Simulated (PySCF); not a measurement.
Species: H6OPSi (charge +1).
SMILES: `[SiH2]([PH3+])O`

Method used: MP2 and CCSD/aug-cc-pVDZ in PySCF, restricted Hartree–Fock reference, frozen core, non-relativistic, gas phase, PBE0-D3(BJ)/def2-SVP geometry.

E(HF) = -707.83463 Eh.

(1) How large is the problem?

(2) What are the MP2 and CCSD correlation energies?

(3) What is the T1 diagnostic?

Answers

(1) 131 basis functions and 42 electrons; 11 orbitals frozen, which leaves o = 10 correlated occupied and v = 110 virtual orbitals. That is o·v = 1100 singles and o·v(o·v + 1)/2 = 605550 distinct closed-shell doubles amplitudes before symmetry; the costliest CCSD step grows as o²v⁴ = 1.5 × 10^10.

(2) MP2 -0.4301 Eh and CCSD -0.4775 Eh, which gives totals of -708.26474 and -708.31216 Eh. That is 0.650 eV for each correlated electron at CCSD (1254 kJ/mol in all, 0.067 % of the total energy); MP2 gives 90.1 % of the CCSD value.

(3) 0.0130, below the customary warning level of 0.02. It is the norm of the spatial-orbital singles amplitudes over the root of the number of correlated electrons, so the norm is 0.058.

No triples correction and no basis-set extrapolation were made.

The job also held the EOM ionisation roots. Time: 72 s of wall time. Hardware: an Arm Neoverse V2 with one thread, shared host.

Shape of the structure used: `[OH:1][SiH2:2][PH3+:3]`: H–O1–Si2–P3 177°.

One conformer stands for the species.
